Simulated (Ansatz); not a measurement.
C3H8OS can be A, `CCC(O)S`, or B, `COC(C)S`.

Isolated molecules relaxed with PBE0-D4/def2-TZVP in Ansatz; ΔE leaves out vibrations. CCSD(T)/CBS is the MP2 limit (def2-TZVPP, def2-QZVPP) plus CCSD(T) − MP2 in def2-TZVPP, frozen cores. Functionals use def2-TZVPP. B3LYP here is the variant with VWN-RPA as its local correlation; programs differ in this. One conformer a species, not always the lowest.

A:

Z-matrix (Å, degrees):
```
C
C 1 1.519
H 1 1.090 2 111.0
H 1 1.092 2 110.6 3 -120.3
H 1 1.094 2 111.1 3 120.1
C 2 1.516 1 112.4 3 -59.9
H 2 1.095 1 110.2 3 60.8
H 2 1.092 1 110.6 3 179.2
S 6 1.831 2 108.7 1 -179.2
O 6 1.402 2 108.0 1 57.9
H 6 1.097 2 109.9 1 -63.2
H 9 1.342 6 96.6 2 153.4
H 10 0.960 6 108.8 2 169.2
```

B:

```xyz
13

C    -1.490   -1.248   -0.239
O    -0.715   -0.126   -0.580
C     0.469   -0.001    0.141
C     1.312    1.051   -0.536
S     0.214    0.361    1.922
H    -0.927   -2.179   -0.396
H    -2.361   -1.244   -0.892
H    -1.815   -1.203    0.806
H     1.002   -0.964    0.169
H     0.789    2.009   -0.534
H     1.494    0.764   -1.575
H     2.265    1.169   -0.022
H    -0.238    1.613    1.736
```

(1) Which is lower in electronic energy at CCSD(T)/CBS, and by how much? (Best estimate.)

(2) Give E(B) − E(A) in kJ/mol with CCSD/def2-TZVPP, HF/def2-TZVPP, PBE0-D4, PBE-D4, ωB97M-V, B2PLYP, B3LYP. (An estimate is asked.)

Largest T1 diagnostic: 0.011.

Answers

(1) Computed: A, by 36.9 kJ/mol.

(2) Ansatz gave: CCSD/def2-TZVPP 35.1, HF/def2-TZVPP 29.6, PBE0-D4 34.0, PBE-D4 31.0, ωB97M-V 34.1, B2PLYP 31.5, B3LYP 29.1. None reverses the order clearly.

In def2-TZVPP, CCSD(T) changes the Hartree–Fock value by +4.8 kJ/mol (the triples alone add −0.6 kJ/mol) and MP2 by +7.9 kJ/mol.
